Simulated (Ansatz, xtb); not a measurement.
# C4H8N2: which of two isomers lies lower

Structure X: `N/C=C\C=C/N`, a singlet. Structure Y: `[H]/N=C\C/C=C/N`, a singlet. Both are isolated molecules in the gas phase, relaxed with r2SCAN-D4/def2-SVP; the shapes shown needn't be the lowest conformers.

X (Å):

```xyz
14

C     2.3920   -1.3786    0.8828
C     1.4574   -0.3943    0.7946
C     0.0984   -0.5731    0.3287
C    -0.8972    0.3467    0.4430
N     2.2022   -2.7115    0.5528
N    -0.7843    1.5982    1.0282
H     2.8423   -3.3642    0.9899
H     1.2419   -3.0386    0.5953
H     3.4168   -1.1293    1.1785
H     1.7946    0.6161    1.0501
H    -0.1537   -1.4934   -0.2091
H    -1.8755    0.1467   -0.0073
H    -0.0438    1.6922    1.7166
H    -1.6527    2.0088    1.3505
```

Y (Å):

| atom | x (Å) | y (Å) | z (Å) |
| --- | --- | --- | --- |
| C | 1.1376 | -2.6633 | 0.5901 |
| C | 1.6671 | -1.3706 | 1.1827 |
| C | 1.1005 | -0.1273 | 0.5721 |
| C | 0.2758 | 0.7188 | 1.2256 |
| N | 0.1675 | -2.8039 | -0.2182 |
| N | -0.2085 | 1.9248 | 0.7633 |
| H | -0.2236 | -1.8690 | -0.4215 |
| H | 1.6663 | -3.5795 | 0.9190 |
| H | 1.4688 | -1.3977 | 2.2719 |
| H | 2.7721 | -1.3964 | 1.1015 |
| H | 1.3889 | 0.1006 | -0.4639 |
| H | -0.0155 | 0.4939 | 2.2607 |
| H | -1.0910 | 2.2361 | 1.1513 |
| H | -0.1352 | 2.0877 | -0.2357 |

Quicker runs give these differences E(Y) − E(X): GFN2-xTB +2.6 kcal/mol; HF/STO-3G −5.8 kcal/mol (at GFN2-xTB geometries); r2SCAN-D4/def2-SVP//GFN2-xTB +6.7 kcal/mol.

Question: Estimate which is lower in electronic energy at CCSD(T)/def2-SVP + ΔMP2/def2-TZVPP, and by roughly how much.

Answer: CCSD(T)/def2-SVP + ΔMP2/def2-TZVPP gives E(Y) − E(X) = +2.3 kcal/mol, favouring structure X, but this leans on the basis-set step: CCSD(T) alone gives −0.2 kcal/mol.

The same difference at several levels:

```tsv
level	geometry	E(Y) − E(X) (kcal/mol)	departure from the last row (kcal/mol)	job, with rough time for the two
GFN2-xTB	GFN2-xTB	+2.6	+0.3	optimisation, 0.41 s
HF/STO-3G	GFN2-xTB	−5.8	−8.1	single point, 0.59 s
r2SCAN-D4/def2-SVP//GFN2-xTB	GFN2-xTB	+6.7	+4.4	single point, 3.4 s
r2SCAN-D4/def2-SVP	r2SCAN-D4/def2-SVP	+6.0	+3.6	optimisation, 56 s
HF/def2-SVP	r2SCAN-D4/def2-SVP	+0.8	−1.5	part of the CCSD(T) run
MP2/def2-SVP	r2SCAN-D4/def2-SVP	+1.2	−1.1	part of the CCSD(T) run
CCSD(T)/def2-SVP	r2SCAN-D4/def2-SVP	−0.2	−2.5	single point
CCSD(T)/def2-SVP + ΔMP2/def2-TZVPP	r2SCAN-D4/def2-SVP	+2.3		single point, 62 s
```

As drawn, Y has 1 C=N, 1 C–C, 1 C–H in place of 1 C–N, 1 C=C, 1 N–H.

HF/STO-3G puts the two in the other order. CCSD(T)/def2-SVP finds them nearly level. The largest departure from CCSD(T)/def2-SVP + ΔMP2/def2-TZVPP is that of HF/STO-3G, 8.1 kcal/mol. The last row adds to CCSD(T) the change of the MP2 difference between the two basis sets, here +2.5 kcal/mol.

With thermal terms from frequencies at re-optimised GFN2-xTB minima (ideal gas, soft modes damped towards free rotors, one conformer each, 298.15 K, 1 atm): on the last row, ΔE + ΔZPE = +2.1, ΔH = +2.1, ΔG = +1.3 kcal/mol.

The correlated steps freeze 6 core orbitals. Codes used: Ansatz 0.2.0, xtb 6.7.1; the last row on 2 threads of Intel(R) Xeon(R) Processor @ 2.70GHz on a shared host.
